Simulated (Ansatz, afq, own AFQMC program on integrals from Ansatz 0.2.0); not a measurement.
Two steps: Ansatz 0.2.0 writes the Fock matrix and Cholesky factors of the valence space, and afq projects on them the lowest state that overlaps trial and start.

```yaml
crystal:
  periodic: [false, false, false]
  atoms:
    - {symbol: N, position_ang: [0.000000, -0.048488, 1.022709]}
    - {symbol: Be, position_ang: [0.000000, -0.154466, -1.613161]}
    - {symbol: H, position_ang: [0.000000, 0.758612, 1.652705]}
    - {symbol: H, position_ang: [0.000000, 1.296302, -1.441063]}
basis:
  gaussian: {orbitals: cc-pVDZ}
magnetization: {spin_polarized: true, initial_magnetization: 3}
correlation: {method: ccsd_t, electrons: outside_noble_gas, hamiltonian_folder: ham}
```

```sh
$ ansatz run in.yaml --threads 1 --pin off --events-out ev --progress --plain --max-ram 1382MiB
```

Options of the walk:

```
--method phaseless --trial hf --walkers 120 --populations 1 --least-time 40 --time-step 0.005 --steps-per-block 20 --equilibration-blocks 160 --max-blocks 600 --target-error 0.00216 --factor-cut 1e-05 --start spin_pure --seed 1532 --taylor-order 6
```

Times are imaginary, in 1/Eh. The walk had a cap of 1002 s.

Log:

```
orbitals 36  electrons 6 3  factors 259 of 354
reference energy -70.11801377 Eh
CCSD correlation -0.16410887 Eh in 13 cycles, weight of the determinant in the CISD state 0.9250
energy of the start -70.118441 Eh
 block  time / (1/Eh)  mean weight  energy / Eh
     1     0.100  1.0009  -70.157887
     2     0.200  1.0006  -70.185058
     3     0.300  1.0017  -70.210029
     4     0.400  1.0006  -70.226418
     5     0.500  1.0019  -70.252184
     8     0.800  1.0005  -70.263572
    15     1.500  0.9990  -70.252663
    57     5.700  0.9995  -70.261160
    99     9.900  1.0009  -70.300757
   141    14.100  0.9984  -70.278653
   183    18.300  1.0002  -70.295815
   225    22.500  0.9989  -70.288047
   267    26.700  1.0004  -70.305016
   309    30.900  0.9999  -70.285451
   351    35.100  0.9994  -70.288059
   393    39.300  1.0018  -70.321317
   435    43.500  1.0016  -70.279004
   463    46.300  0.9998  -70.255594
   477    47.700  1.0009  -70.292612
   519    51.900  1.0015  -70.266401
   547    54.700  1.0011  -70.284968
blocks merged  error / Eh  count
     1  0.000614  400
     2  0.000801  200
     4  0.001003  100
     8  0.001190  50
    16  0.001282  25
    32  0.001577  12
energy -70.286806 +/- 0.001282 Eh
(rows thinned)
```

The run passed its tests (sampling time, drift between the halves within three errors, error under three times the target), which doesn't prove that it has relaxed.

Against this walk (error 34.9 meV) on the same determinant: CCSD(T) 62.5 meV higher (within the noise), CCSDT(Q) 42.1 meV higher (within the noise), a separate phaseless walk with a CISD trial and standard settings 37.9 ± 35.6 meV higher (within the noise). The error is statistical and leaves out the bias of the constraint.

Cautions: constraint bias not in the error; lower spins were not checked.

The walk took 2.5 min on 1 thread of AMD EPYC 7R32 (Zen 2), with other jobs on the host. The log's last line is the phaseless energy.

CCSDT and higher add their correlation energy to the determinant of the CCSD(T) run, since their own runs factorise the integrals more tightly (a shift of under 2 meV). A walk keeps the symmetry of its determinant, which the program's search chose and which needn't be the lowest solution, so a lower state of the same spin and another symmetry isn't excluded.
